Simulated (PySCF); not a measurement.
**S₂⁻ at UHF**

Level: UHF. PySCF, no relativity, basis sets S aug-pcseg-1.

```
state                          : doublet, unpaired electrons π ↑
bond length                    : 2.006 Å
harmonic wavenumber            : 638 cm⁻¹
force constant                 : 3.83 mdyn/Å
rotational constant Be         : 0.2620 cm⁻¹
anharmonicity ωexe             : 2.16 cm⁻¹
vibration–rotation constant αe : 0.00131 cm⁻¹
bond order (Mayer)             : 1.03
```

Hartree–Fock leaves out correlation, which carries a large part of most bond energies and some tenths to 1 eV of ionisation energies. The state is the lowest determinant that a PBE0 search found; another state may lie lower at other levels.
